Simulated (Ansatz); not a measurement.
`C#CSCC` + `C=C=N` → `C#CN=C=C` + `CCS` at 700 K and 1 bar (substitution at a C–S bond).

Computed with Ansatz on PBE0-D4/def2-TZVP structures; ΔE is electronic, products minus reactants. CBS: MP2 limit from def2 TZ/QZ plus the TZ coupled-cluster correction, frozen cores. This one scheme is used for every species. One conformer a species, not always the lowest.

```json
{"species": "`C#CSCC`", "CCSD(T)/CBS energy (Eh)": "-553.52540", "H − E (kJ/mol)": "300.4", "S (J/(mol·K))": "443.8"}
{"species": "`C=C=N`", "CCSD(T)/CBS energy (Eh)": "-132.55079", "H − E (kJ/mol)": "156.4", "S (J/(mol·K))": "309.8"}
{"species": "`C#CN=C=C`", "CCSD(T)/CBS energy (Eh)": "-208.56933", "H − E (kJ/mol)": "200.7", "S (J/(mol·K))": "389.7"}
{"species": "`CCS`", "CCSD(T)/CBS energy (Eh)": "-477.49091", "H − E (kJ/mol)": "251.7", "S (J/(mol·K))": "366.5"}
```

H − E and S are ideal-gas, rigid-rotor, harmonic terms from PBE0-D4/def2-TZVP, for one conformer and one mirror image of each species. 1 Eh = 2625.50 kJ/mol, R = 8.31446 J/(mol·K).

Task: By hand: ΔE, ΔH, ΔS and ΔG.

Result: ΔE = (-208.56933) + (-477.49091) − (-553.52540) − (-132.55079) = 0.01595 Eh = 41.9 kJ/mol. Δ(H − E) = 200.7 + 251.7 − 300.4 − 156.4 = -4.4, so ΔH = 37.5 kJ/mol. ΔS = 389.7 + 366.5 − 443.8 − 309.8 = 2.6 J/(mol·K). ΔG = 37.5 − 700 × (2.6)/1000 = 35.7 kJ/mol.

Task: By hand: the equilibrium constant, and the temperature at which ΔG would vanish if ΔH and ΔS stayed fixed.

Result: log₁₀ K = −ΔG/(RT ln 10) = -2.7. ΔG = 0 at ΔH/ΔS = 14423 K, far beyond where these terms or the molecules hold.

The number of gas molecules stays the same, so ΔS is small and ΔH decides. A doubt of 5 kJ/mol in ΔE shifts log₁₀ K by 0.4 here. Other conformers and mirror images would add mixing entropy, several J/(mol·K) or more a flexible species. These are equilibria of isolated gas molecules and say nothing of rates. Largest T1 diagnostic: 0.015 (customary marks: 0.02 for closed shells, 0.045 for open ones).
